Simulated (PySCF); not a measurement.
From one molecule to another.

First species: HCF (singlet state).
Geometry (GFN2-xTB, Å), atoms numbered from 1 in this order:
```xyz
3
CHF angstrom
C     -0.0968    0.4756   -0.0027
F      1.0180   -0.1913   -0.0111
H     -0.9097   -0.2869    0.0012
```

Second species: C₅H₁₁ClSi₂.
InChI=1S/C5H11ClSi2/c1-4-2-7-5(4)8-3-6/h2,5H,3,7-8H2,1H3/t5-/m1/s1

Levels: PBE0/pcSseg-1 for dipole moment, HOMO energy, LUMO energy and HOMO–LUMO gap; GFN2-xTB for rotational constant A and rotational constant C. Geometries: GFN2-xTB. All species are isolated and taken at one optimised geometry, non-relativistic unless stated; the electronic structure was computed with PySCF and density fitting.

Dipoles, sizes and rotational constants follow the conformer. The torsions of the flexible species, by atom-mapped SMILES:
- `[CH3:1][C:2]1=[CH:3][SiH2:4][C@@H:5]1[SiH2:6][CH2:7][Cl:8]`: Si4–C5–Si6–C7 69°, C5–Si6–C7–Cl8 -176°

Values for the first species:

| Property | Result |
| --- | --- |
| Dipole moment | 1.64 D |
| HOMO energy | -6.97 eV |
| LUMO energy | -2.63 eV |
| HOMO–LUMO gap | 4.34 eV |
| Rotational constant A | 497.726 GHz |
| Rotational constant C | 34.336 GHz |

Estimate the same properties for the second species, and the change in each.

```csv
property,first,second,second less first
dipole moment,1.64 D,2.68 D,+1.04 D
HOMO energy,-6.97 eV,-7.20 eV,-0.23 eV
LUMO energy,-2.63 eV,-0.14 eV,+2.49 eV
HOMO–LUMO gap,4.34 eV,7.06 eV,+2.72 eV
rotational constant A,497.726 GHz,2.306 GHz,-495.420 GHz
rotational constant C,34.336 GHz,0.467 GHz,-33.869 GHz
```

On the first: The dipole matches unit charges of opposite sign 0.34 Å apart (1 e·Å = 4.8032 D). A dipole of 1.64 D is allowed in Cs, and pure rotational transitions are dipole-allowed.

On the second: The dipole matches unit charges of opposite sign 0.56 Å apart (1 e·Å = 4.8032 D).
